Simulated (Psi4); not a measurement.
**SiH2SCl (SMILES S[SiH]Cl): UB3LYP/6-31G(d) (spherical functions)**

What is the energy change on altering one bond length of SiH2SCl at UB3LYP/6-31G* (spherical functions)? 

Program for the calculation: Psi4 1.11.

### 1 The molecule

SiH2SCl: 5 atoms, total charge 0, spin state doublet. SMILES: `S[SiH]Cl`. The coordinates come from a PBE0-D4/def2-TZVP relaxation. This is one conformer, not always the lowest.

Bond lengths: S1–Si2 2.132 Å, Si2–Cl3 2.053 Å, S1–H4 1.346 Å, Si2–H5 1.494 Å. Angles: S1–Si2–Cl3 106.0°, S1–Si2–H5 111.3°, Cl3–Si2–H5 107.7°, Si2–S1–H4 92.6°.

### 2 Energy and forces at UB3LYP/6-31G(d) (spherical functions)

clh2ssi.json reads:

```json
{
 "schema_name": "qcschema_input",
 "schema_version": 1,
 "molecule": {
  "schema_name": "qcschema_molecule",
  "schema_version": 2,
  "symbols": ["S", "Si", "Cl", "H", "H"],
  "geometry": [-2.81474706, 0.27344337, -0.20862576, 1.1971415, 0.16232747, -0.56011482, 2.50218636, 3.45215168, 1.0308456, -3.08592276, -2.03523504, -1.23947137, 2.2956393, -1.99158236, 0.89913169],
  "molecular_charge": 0,
  "molecular_multiplicity": 2,
  "fix_symmetry": "c1",
  "fix_com": true,
  "fix_orientation": true
 },
 "driver": "gradient",
 "model": {
  "method": "b3lyp",
  "basis": "6-31G*"
 },
 "keywords": {
  "reference": "uks",
  "puream": true,
  "e_convergence": 1e-09,
  "d_convergence": 1e-08,
  "scf_type": "pk",
  "dft_radial_points": 99,
  "dft_spherical_points": 590,
  "maxiter": 200,
  "scf_properties": ["MULLIKEN_CHARGES", "MAYER_INDICES", "LOWDIN_CHARGES"]
 }
}
```

On the command line:

```
psi4 --qcschema clh2ssi.json -n 1 --memory 1600MB
```

stdout:

```text
[...]
  Running in c1 symmetry.
[...]
  Nuclear repulsion =  182.303621518564881
[...]
  Multiplicity = 2
[...]
  Nalpha       = 25
  Nbeta        = 24
[...]
    Number of basis functions: 58
[...]
   @UKS iter   1: -1149.03827428627960   -9.55287e-02   4.97625e-03 DIIS/ADIIS
[...]
   @UKS iter  12: -1149.09751614700031   -3.18323e-12   6.23872e-09 DIIS
[...]
   @S^2 Observed:                7.519017292E-01
[...]
    Orbital Energies [Eh]
    ---------------------
    Alpha Occupied:
       1A   -101.529678     2A    -88.875699     3A    -66.180217
       4A     -9.464290     5A     -7.957538     6A     -7.224928
       7A     -7.219137     8A     -7.218314     9A     -5.920400
      10A     -5.917832    11A     -5.912563    12A     -5.339097
      13A     -3.698648    14A     -3.697511    15A     -3.694675
      16A     -0.843166    17A     -0.761740    18A     -0.535599
      19A     -0.443351    20A     -0.404056    21A     -0.374908
      22A     -0.355383    23A     -0.329182    24A     -0.297013
      25A     -0.221455
    Alpha Virtual:
[...]
  @UKS Final Energy: -1149.09751614700031
   => Energetics <=
    Nuclear Repulsion Energy =            182.3036215185648814
    One-Electron Energy =               -1950.9332369339263096
    Two-Electron Energy =                 680.4925937374543992
    DFT Exchange-Correlation Energy =     -60.9604944690931774
    Empirical Dispersion Energy =           0.0000000000000000
    VV10 Nonlocal Energy =                  0.0000000000000000
    Total Energy =                      -1149.0975161470003059
[...]
 Multipole Moments:
 ------------------------------------------------------------------------------------
     Multipole            Electronic (a.u.)      Nuclear  (a.u.)        Total (a.u.)
 ------------------------------------------------------------------------------------
 L = 1.  Multiply by 2.5417464519 to convert [e a0] to [Debye]
 Dipole X            :        -13.5008613           13.4709127           -0.0299486
 Dipole Y            :        -62.1361286           61.3074397           -0.8286889
 Dipole Z            :         -6.3230508            6.0044159           -0.3186350
 Magnitude           :                                                    0.8883414
[...]
  Mulliken Charges: (a.u.)
   Center  Symbol    Alpha    Beta     Spin     Total
       1     S     8.17629  8.04225  0.13404 -0.21854
       2    SI     7.17796  6.45618  0.72177  0.36586
       3    CL     8.64289  8.58530  0.05759 -0.22818
       4     H     0.44026  0.44440 -0.00414  0.11534
       5     H     0.56261  0.47187  0.09073 -0.03448
   Total alpha = 25.00000, Total beta = 24.00000, Total charge = -0.00000
  Lowdin Charges: (a.u.)
   Center  Symbol    Alpha    Beta     Spin     Total
       1     S     8.15903  8.01199  0.14705 -0.17102
[...]
  -Total Gradient:
     Atom            X                  Y                   Z
    ------   -----------------  -----------------  -----------------
       1        0.007405979458    -0.001447152624    -0.001434812628
       2       -0.005165237360     0.005568366778     0.005520744228
       3       -0.004492029709    -0.008476704059    -0.004327557826
       4        0.002537630286     0.003426194041     0.001311799629
       5       -0.000286702118     0.000928299276    -0.001069231304
[...]
```

The result, in JSON:

```text
{
 "driver": "gradient",
 "model": {
  "method": "b3lyp",
  "basis": "6-31G*"
 },
 "success": true,
 "return_result": [0.007405979457841494, -0.001447152624130671, -0.001434812628083662, -0.005165237359846184, 0.00556836677815805, 0.0055207442275128915, -0.004492029708859195, -0.008476704058820256, -0.004327557825726344, 0.002537630286258908, 0.0034261940406372093, 0.0013117996288597444, -0.0002867021182892948, 0.0009282992760683145, -0.0010692313044947666],
 "properties": {
  "calcinfo_nbasis": 58,
  "calcinfo_nmo": 58,
  "calcinfo_nalpha": 25,
  "calcinfo_nbeta": 24,
  "calcinfo_natom": 5,
  "nuclear_repulsion_energy": 182.30362151856488,
  "return_energy": -1149.0975161470003,
  "return_gradient": [0.007405979457841494, -0.001447152624130671, -0.001434812628083662, -0.005165237359846184, 0.00556836677815805, 0.0055207442275128915, -0.004492029708859195, -0.008476704058820256, -0.004327557825726344, 0.002537630286258908, 0.0034261940406372093, 0.0013117996288597444, -0.0002867021182892948, 0.0009282992760683145, -0.0010692313044947666],
  "scf_one_electron_energy": -1950.9332369339263,
  "scf_two_electron_energy": 680.4925937374544,
  "scf_xc_energy": -60.96049446909318,
  "scf_dipole_moment": [-0.02994856087094, -0.8286889212729065, -0.3186349661977266],
  "scf_total_energy": -1149.0975161470003,
  "scf_total_gradient": [0.007405979457841494, -0.001447152624130671, -0.001434812628083662, -0.005165237359846184, 0.00556836677815805, 0.0055207442275128915, -0.004492029708859195, -0.008476704058820256, -0.004327557825726344, 0.002537630286258908, 0.0034261940406372093, 0.0013117996288597444, -0.0002867021182892948, 0.0009282992760683145, -0.0010692313044947666],
  "scf_iterations": 12
 }
}
```

Wall time 15 s (1 thread of Intel Xeon at 2.60GHz (Ice Lake), shared host); peak memory 0.61 GiB.

### 3 The distorted shape: a single-point energy at UB3LYP/6-31G(d) (spherical functions)

job.dat reads:

```
memory 1600 mb

molecule molecule1 {
  0 2
  S     -2.97951795     0.59652418    -0.42750896
  Si     1.03237061     0.48540828    -0.77899802
  Cl     2.33741547     3.77523249     0.81196240
  H     -3.25069365    -1.71215423    -1.45835456
  H      2.29563930    -1.99158236     0.89913169
  units au
  symmetry c1
}

set globals {
  basis                6-31G*
  reference            uks
  puream               true
  e_convergence        1e-09
  d_convergence        1e-08
  scf_type             pk
  dft_radial_points    99
  dft_spherical_points 590
  maxiter              200
}

E = energy("b3lyp")
```

On the command line:

```
psi4 -i job.dat -o job.out -n 1
```

job.out:

```text
[...]
  Running in c1 symmetry.
[...]
  Nuclear repulsion =  181.326304407602493
[...]
  Multiplicity = 2
[...]
  Nalpha       = 25
  Nbeta        = 24
[...]
    Number of basis functions: 58
[...]
   @UKS iter   1: -1149.02750734659571   -1.35640e-01   5.00033e-03 DIIS/ADIIS
[...]
   @UKS iter  13: -1149.08701006072351   -1.81899e-12   6.84633e-09 DIIS
[...]
   @S^2 Observed:                7.532303431E-01
[...]
    Orbital Energies [Eh]
    ---------------------
    Alpha Occupied:
       1A   -101.532728     2A    -88.878923     3A    -66.191879
       4A     -9.467365     5A     -7.960791     6A     -7.228020
       7A     -7.222197     8A     -7.221368     9A     -5.923596
      10A     -5.921103    11A     -5.915843    12A     -5.347364
      13A     -3.706822    14A     -3.705729    15A     -3.703224
      16A     -0.845961    17A     -0.764485    18A     -0.526643
      19A     -0.439779    20A     -0.399049    21A     -0.374143
      22A     -0.357207    23A     -0.328116    24A     -0.299030
      25A     -0.225419
    Alpha Virtual:
[...]
  @UKS Final Energy: -1149.08701006072351
   => Energetics <=
    Nuclear Repulsion Energy =            181.3263044076024926
    One-Electron Energy =               -1948.8480991812707543
    Two-Electron Energy =                 679.3576997200796086
    DFT Exchange-Correlation Energy =     -60.9229150071348968
    Empirical Dispersion Energy =           0.0000000000000000
    VV10 Nonlocal Energy =                  0.0000000000000000
    Total Energy =                      -1149.0870100607235145
[...]
 Multipole Moments:
 ------------------------------------------------------------------------------------
     Multipole            Electronic (a.u.)      Nuclear  (a.u.)        Total (a.u.)
 ------------------------------------------------------------------------------------
 L = 1.  Multiply by 2.5417464519 to convert [e a0] to [Debye]
 Dipole X            :          1.6023524           -1.7149851           -0.1126327
 Dipole Y            :          3.8396764           -4.5376046           -0.6979282
 Dipole Z            :          0.2697932           -0.6437285           -0.3739353
 Magnitude           :                                                    0.7997609
[...]
```

Run time: 12 s. Hardware: 1 thread of Intel Xeon at 2.60GHz (Ice Lake), shared host; peak memory 0.61 GiB.

### 4 Summary of results

At UB3LYP/6-31G* (spherical functions):

```
                                                          quantity           value
                                         first shape: total energy  -1149.09752 Eh
                                        first shape: dipole moment          2.26 D
                   first shape: HOMO energy (highest over α and β)        -6.03 eV
                    first shape: LUMO energy (lowest over α and β)        -3.27 eV
                                                 first shape: ⟨S²⟩           0.752
                             first shape: largest force on an atom      0.541 eV/Å
                                     distorted shape: total energy  -1149.08701 Eh
                                    distorted shape: dipole moment          2.03 D
               distorted shape: HOMO energy (highest over α and β)        -6.13 eV
                distorted shape: LUMO energy (lowest over α and β)        -3.45 eV
                                             distorted shape: ⟨S²⟩           0.753
energy change with the Si2–H5 bond stretched from 1.494 to 1.719 Å        0.286 eV
```

In words: With the Si2–H5 bond stretched from 1.494 to 1.719 Å the energy rises by 0.29 eV (6.6 kcal/mol). The first shape isn't relaxed at this level, so the change isn't measured from a minimum. The largest force (first shape) is 0.54 eV/Å: the shape isn't a stationary point for this species at this level.
